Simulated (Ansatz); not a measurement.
Relaxation of CH₁₀Si₂ (13 atoms, charge 0, multiplicity 1), to a largest force component of 0.03 eV/Å in at most 50 steps.

These are results of Ansatz, RKS B3LYP/STO-3G, not measurements.

```xyz
13
Properties=species:S:1:pos:R:3
Si -1.134 1.464 -1.017
C 0.708 -1.060 -0.331
H -1.154 0.310 -1.877
H -0.721 2.614 -1.790
H -2.472 1.697 -0.525
Si 0.715 -0.782 1.525
H -0.260 1.326 0.106
H 1.697 0.213 1.883
H 1.043 -2.018 2.198
H -0.577 -0.348 2.001
H 1.074 -0.196 -0.891
H 1.368 -1.901 -0.582
H -0.287 -1.319 -0.700
```

**Question.** Where does it end, and by what steps?

**Answer.** The run converged. The force dipped under the threshold on the way, but the program's further checks kept it going. Limits of this set-up: minimal basis. After 14 steps the energy has fallen by 0.362 eV; H4 moved furthest, 1.96 Å.

```tsv
step	energy less start (eV)	largest force component (eV/Å)	accepted
0	0.0000	0.781	yes
1	-0.2044	0.158	yes
2	-0.2781	0.397	yes
3	-0.3092	0.296	yes
4	-0.3375	0.072	yes
5	-0.3379	0.445	yes
6	-0.3518	0.011	yes
7	-0.3537	0.016	yes
8	-0.3562	0.083	yes
9	-0.3571	0.036	yes
10	-0.3589	0.070	yes
11	-0.3601	0.074	yes
12	-0.3611	0.037	yes
13	-0.3617	0.017	yes
14	-0.3619	0.012	yes
```

```xyz
13
Properties=species:S:1:pos:R:3
Si -2.050 2.875 -1.759
C 1.339 -2.032 0.154
H -2.016 1.659 -2.535
H -1.814 4.004 -2.626
H -3.343 3.010 -1.134
Si 1.228 -1.580 1.972
H -1.026 2.827 -0.744
H 2.210 -0.572 2.297
H 1.469 -2.744 2.792
H -0.086 -1.062 2.278
H 1.170 -1.156 -0.485
H 2.327 -2.440 -0.095
H 0.591 -2.789 -0.114
```

Whether the end is a true minimum wasn't checked by a vibrational analysis.

Run time: 28 s on 1 thread of Arm Neoverse V1, with other jobs on the host, peak memory 0.1 GiB.
